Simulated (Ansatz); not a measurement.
Consider the substitution at a C–C bond: `C=CC(F)Cl` + `COCO` → `C=COCOC` + `FCCl`.

Calculated with Ansatz (gas phase, PBE0-D4/def2-TZVP geometries, no zero-point term in ΔE). CBS: MP2 limit from def2 TZ/QZ plus the TZ coupled-cluster correction, frozen cores. This one scheme is used for every species. DFT in def2-TZVPP. B3LYP here is the variant with VWN-RPA as its local correlation; programs differ in this. One conformer a species, not always the lowest.

Task: Is it downhill or uphill in electronic energy at CCSD(T)/CBS, and by how much? (An estimate is asked.)

Result: Computed: Uphill: ΔE = +37.1 kJ/mol.

Task: What do these levels give: PBE-D4, B3LYP-D4, ωB97M-V, B2PLYP, PBE, r2SCAN, PBE0, B3LYP, CCSD/def2-TZVPP, MP2/def2-QZVPP, MP2/CBS(def2), CCSD/CBS(def2)? (An estimate is asked.)

Result: Ansatz gave: PBE-D4 28.0, B3LYP-D4 27.9, ωB97M-V 32.9, B2PLYP 30.9, PBE 27.9, r2SCAN 29.9, PBE0 31.0, B3LYP 27.3, CCSD/def2-TZVPP 35.0, MP2/def2-QZVPP 39.0, MP2/CBS(def2) 40.2, CCSD/CBS(def2) 37.3 kJ/mol.

Largest T1 diagnostic among the species: 0.012.

From PBE to PBE0 (25 % exact exchange), in def2-TZVPP and without D4, ΔE moves by +3.1 kJ/mol. In def2-TZVPP, CCSD(T) changes the Hartree–Fock value by +6.5 kJ/mol (the triples alone add −0.1 kJ/mol) and MP2 by +9.5 kJ/mol.
